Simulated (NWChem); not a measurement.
Species: P anion, triplet

Computed with NWChem. Spin-unrestricted. The open p shell is one determinant without spherical averaging. Sets without diffuse functions describe the anion's extra electron poorly. No stability test was run on the SCF state. The highest occupied level is positive in some or all of these runs, so the extra electron may be held by the finite basis. Total energies compare along this basis series because the functional is fixed.

```json
[
 {"level": "PBE/def2-SVP", "basis functions": "18", "energy (Ha)": "-340.9773", "highest occupied level (eV)": "4.18", "lowest empty minus highest occupied level, either spin (eV)": "0.32", "<S²>": "2.00"},
 {"level": "PBE/def2-SVPD", "basis functions": "24", "energy (Ha)": "-340.9794", "highest occupied level (eV)": "4.12", "lowest empty minus highest occupied level, either spin (eV)": "0.34", "<S²>": "2.00"},
 {"level": "PBE/def2-TZVP", "basis functions": "37", "energy (Ha)": "-341.1201", "highest occupied level (eV)": "2.85", "lowest empty minus highest occupied level, either spin (eV)": "0.42", "<S²>": "2.00"},
 {"level": "PBE/def2-TZVPP", "basis functions": "42", "energy (Ha)": "-341.1201", "highest occupied level (eV)": "2.85", "lowest empty minus highest occupied level, either spin (eV)": "0.42", "<S²>": "2.00"},
 {"level": "PBE/def2-QZVP", "basis functions": "70", "energy (Ha)": "-341.1396", "highest occupied level (eV)": "2.40", "lowest empty minus highest occupied level, either spin (eV)": "0.45", "<S²>": "2.00"}
]
```
